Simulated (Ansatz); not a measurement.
Crystal: C2O3, cubic X2O3 (oxygen-deficient fluorite) type, 10 atoms in the cell.

Space group Pn-3m, simple cubic cell, positions in fractions of the edge: C (0.25 0.25 0.25), (0.75 0.75 0.25), (0.75 0.25 0.75), (0.25 0.75 0.75); O (0.5 0 0), (0 0.5 0), (0 0 0.5), (0.5 0.5 0), (0.5 0 0.5), (0 0.5 0.5).

These are results of PBE, plane waves, PAW datasets (generated hard set) (Ansatz), not measurements.

Cutoff 700 eV; k-mesh 9×9×9 Γ-centred; Fermi–Dirac smearing of 0.0612 eV; no spin polarisation.

The fit to the energies gives V₀ = 8.454 Å³/atom (a₀ = 4.389 Å), B₀ = 150 GPa, B₀′ = 4.20.

Problem. What pressure does the program print at V = 7.946 Å³/atom, and how far above the lowest computed point (V = 8.453 Å³/atom) does the energy lie?

Solution. 10.55 GPa and 15.90 meV/atom. All points:

```csv
V (Å³/atom),a (Å),E − E(min) (meV/atom),P (GPa)
7.946,4.2992,15.90,10.55
8.115,4.3294,6.84,6.68
8.284,4.3593,1.66,3.18
8.453,4.3887,0.00,0.02
8.622,4.4178,1.51,-2.83
8.791,4.4465,5.86,-5.39
8.960,4.4748,12.78,-7.68
```

The published all-electron PBE values for this crystal (mean of FLEUR and WIEN2k, k-spacing 0.06 Å⁻¹; Bosoni et al., Nat. Rev. Phys. 6, 45 (2024)) are V₀ = 8.454 Å³/atom, B₀ = 149.6 GPa, B₀′ = 4.25. This run's mesh is coarser (spacing 0.16 Å⁻¹), so part of any difference comes from k-sampling.

The stress includes the program's correction for the finite plane-wave basis.

This cubic structure is a model: it isn't the usual form of the substance at ambient conditions, and such phases are metastable or hypothetical. The k-mesh is modest, so these values aren't fully converged in k.
